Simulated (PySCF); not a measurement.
# Working out the ionisation energy of C

C [He] 2s2 2p2 (3P) → C⁺ [He] 2s2 2p1 (2P). Computed with PySCF 2.14 in aug-cc-pVDZ-DK (4s3p2d, 23 functions), with scalar relativity by spin-free X2C-1e. Frozen: 1s2. Energies in hartree (1 hartree = 27.21139 eV):

```json
{"part": "UHF", "C (lower)": "-37.702689", "C⁺ (upper)": "-37.305352"}
{"part": "CCSD correlation", "C (lower)": "-0.075844", "C⁺ (upper)": "-0.067234"}
{"part": "(T)", "C (lower)": "-0.001260", "C⁺ (upper)": "-0.000685"}
```

Task: What does Hartree-Fock give?

Result: (-37.305352) − (-37.702689) = 0.397337 hartree = 10.812 eV.

Task: What do CCSD and CCSD(T) give?

Result: The CCSD correlation energies differ by 0.008610 hartree = 0.234 eV and the triples by 0.000575 hartree = 0.016 eV, so CCSD gives 11.046 eV and CCSD(T) 11.062 eV.

Measured between the centres of the two terms (NIST): 11.262 eV, so CCSD(T) (valence) is off by -0.200 eV.

A double-zeta basis recovers only part of the correlation energy.

What remains against the reference includes basis incompleteness, the frozen core and higher excitations.
